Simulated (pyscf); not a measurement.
**Four-centre exchange: H₃C–SiH•–Cl (SMILES C[SiH]Cl) + HCl (SMILES Cl) → CH₄ (SMILES C) + Cl–SiH•–Cl (SMILES Cl[SiH]Cl)**

Gas phase, doublet surface, charge 0. Bonds broken: C1–Si2, H7–Cl9. Bonds formed: C1–H7, Si2–Cl9. Single points on ωB97X-D3(BJ)/def2-SVP structures (PySCF, gas phase).

Transition state (Å):

```xyz
9

C      0.9603    -0.5559    -0.0267
Si    -0.4439     0.2234     1.2967
Cl    -0.3119    -1.0734     2.9028
H      0.6304    -1.5876     0.1620
H      2.0636    -0.6180    -0.0815
H      0.5994    -0.1834    -0.9958
H      1.3607     0.3731     0.8404
H     -1.5829    -0.3471     0.4695
Cl     1.5905     1.6093     1.8943
```

One imaginary mode, 1112i cm⁻¹; descent along it reached the two sides named.

```csv
bond,change,reactant side (Å),saddle,product side
C1–Si2,breaks,1.873,2.081,3.8
H7–Cl9,breaks,1.290,1.641,3.0
C1–H7,forms,3.5,1.332,1.099
Si2–Cl9,forms,3.7,2.533,2.060
```

Electronic energies relative to the separated reactants (eV):

| level | barrier | reaction energy | reverse barrier |
|---|---|---|---|
| ωB97X-D3(BJ)/def2-TZVP | 1.48 | -1.09 | 2.57 |
| PBE/def2-TZVP | 1.14 | -1.07 | 2.21 |
| r²SCAN/def2-TZVP | 1.25 | -1.10 | 2.34 |
| B3LYP-D3(BJ)/def2-TZVP | 1.41 | -1.09 | 2.50 |
| PBE0-D3(BJ)/def2-TZVP | 1.27 | -1.04 | 2.32 |
| M06-2X/def2-TZVP | 1.42 | -1.09 | 2.51 |
| ωB97M-D3(BJ)/def2-TZVP | 1.45 | -1.05 | 2.50 |
| HF/def2-TZVP | 2.48 | -1.10 | 3.58 |

With ωB97M-D3(BJ)/def2-TZVP energies and thermal terms (ideal gas, 1 atm, RRHO with modes under 100 cm⁻¹ raised to 100, one conformer, R ln 2 for chiral ones without a mode under 150 cm⁻¹), in eV:

```tsv
T (K)	ΔH‡	ΔG‡	ΔH	ΔG
298	1.40	1.85	-0.98	-0.96
600	1.40	2.31	-1.01	-0.93
900	1.41	2.76	-1.04	-0.88
1200	1.44	3.21	-1.06	-0.83
```

One saddle was located; it need not be the lowest between these sides.
